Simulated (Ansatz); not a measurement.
Results of r²SCAN0 (plane waves, PAW; Ansatz, a quantum-chemistry and plane-wave program) for rock-salt MgS.

Settings: plane-wave cutoff 600 eV, 10×10×10 k mesh, scalar-relativistic PAW data made under PBE.

Cell (relaxed at this level):

```cif
data_MgS
_chemical_formula_sum 'Mg1 S1'
_space_group_name_H-M_alt 'P 1'
_space_group_IT_number 1
_cell_length_a 3.66660
_cell_length_b 3.66660
_cell_length_c 3.66660
_cell_angle_alpha 60.000
_cell_angle_beta 60.000
_cell_angle_gamma 60.000
loop_
_space_group_symop_operation_xyz
  'x, y, z'
loop_
_atom_site_label
_atom_site_type_symbol
_atom_site_fract_x
_atom_site_fract_y
_atom_site_fract_z
_atom_site_occupancy
Mg1 Mg 0.00000 0.00000 0.00000 1
S1 S 0.50000 0.50000 0.50000 1
```

### Question
Estimate the Poisson ratio, polycrystal shear modulus (Hill average), elastic constant C12, elastic constant C11 and elastic constant C44 that the calculation returns.

### Answer

- Poisson ratio = 0.211
- polycrystal shear modulus (Hill average) = 59.3 GPa
- elastic constant C12 = 45.8 GPa
- elastic constant C11 = 157 GPa
- elastic constant C44 = 62.1 GPa

Elastic constants are with the ions relaxed.

Computed values are for the static lattice.
